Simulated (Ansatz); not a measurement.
Geometry optimisation, UHF/6-31G* (Ansatz).

input.yaml

```yaml
crystal:
  periodic: [false, false, false]
  atoms:
    - { symbol: Al, position_ang: [0.047054, -0.053345, -0.17771] }
    - { symbol: H, position_ang: [0.019022, -0.021598, 1.391223] }
    - { symbol: H, position_ang: [1.343372, 0.221006, -1.034647] }
    - { symbol: O, position_ang: [-1.372747, -0.398239, -1.047417] }
    - { symbol: H, position_ang: [-2.19971, -0.576181, -0.630226] }
    - { symbol: C, position_ang: [-0.02087, -0.005329, 3.716815] }
    - { symbol: H, position_ang: [-0.652286, -0.86578, 3.817924] }
    - { symbol: H, position_ang: [1.043241, -0.124973, 3.674323] }
    - { symbol: H, position_ang: [-0.448677, 0.977639, 3.739715] }
magnetization:
  spin_polarized: true
  initial_magnetization: 1
basis:
  gaussian: { orbitals: "6-31G*" }
hamiltonian:
  xc: hf
relax:
  f_tol: 0.03
  max_steps: 50
output:
  orbitals: {}
```

Command:

```bash
$ ansatz run input.yaml --threads 1 --pin off --max-ram 2048MiB --backend cpu --events-out ev --progress --plain --runs-dir out
```

Question: Where does it end, and by what steps?

Answer: It converged. The force dipped under the threshold on the way, but the program's further checks kept it going. After 38 steps the energy has fallen by 0.201 eV; H7 moved furthest, 1.46 Å.

```
step  energy less start (eV)  largest force component (eV/Å)  accepted
   0                  0.0000                           0.495       yes
   2                 -0.1375                           0.120       yes
   4                 -0.1818                           0.109       yes
   6                 -0.1890                           0.131       yes
   8                 -0.1906                           0.142        no
  10                 -0.1921                           0.089       yes
  12                 -0.1929                           0.085       yes
  14                 -0.1933                           0.106       yes
  16                 -0.1938                           0.109       yes
  18                 -0.1937                           0.078        no
  20                 -0.1945                           0.112       yes
  22                 -0.1949                           0.153        no
  24                 -0.1967                           0.091       yes
  26                 -0.1960                           0.127        no
  28                 -0.1977                           0.053       yes
  30                 -0.1982                           0.077       yes
  32                 -0.1988                           0.165       yes
  34                 -0.2004                           0.005       yes
  36                 -0.2008                           0.079       yes
  38                 -0.2012                           0.018       yes
```

```xyz
9
Properties=species:S:1:pos:R:3
Al 0.156 -0.085 -0.998
H 0.448 -0.091 0.559
H 1.264 0.195 -2.082
O -1.416 -0.395 -1.555
H -2.158 -0.552 -0.992
C -0.137 0.020 4.628
H -0.301 -0.848 5.236
H 0.266 -0.085 3.639
H -0.364 0.994 5.014
```

Whether the end is a true minimum wasn't checked by a vibrational analysis.

The run took 38 s on 1 thread of Arm Neoverse V1, on a shared host, peak memory 0.1 GiB.
